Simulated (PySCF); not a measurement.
# Stretching LiP

Set-up: Li aug-pcseg-1, P aug-pcseg-1; no relativity (PySCF 2.14). Energies in eV from Li + P in their ground configurations at the same level. State: ³Σ⁻ (triplet), unpaired electrons π ↑↑.

```csv
R (Å),PW91
2.012,-1.490
2.106,-1.703
2.200,-1.824
2.270,-1.869
2.340,-1.884
2.410,-1.876
2.504,-1.837
2.621,-1.755
2.761,-1.628
2.948,-1.434
```

Put a parabola through the three lowest points of the PW91 curve and estimate Re, k and ωe (reduced mass 5.72 u; 1 eV/Å² = 0.16022 mdyn/Å; ωe = 1302.8·√(k/μ) cm⁻¹).

Through R = 2.27, 2.34, 2.41 Å the second-order coefficient is 2.35 eV/Å², so Re ≈ 2.351 Å, k ≈ 0.752 mdyn/Å and ωe ≈ 472 cm⁻¹. A polynomial fit of higher order to the unrounded PW91 energies gives Re = 2.348 Å, k = 0.746 mdyn/Å, ωe = 470 cm⁻¹; anharmonicity and rounding make the difference.

The higher-order fit for each curve: PW91: Re = 2.348 Å, ωe = 470 cm⁻¹, De = 1.88 eV.

The state is the lowest determinant that a PBE0 search found; another state may lie lower at other levels.
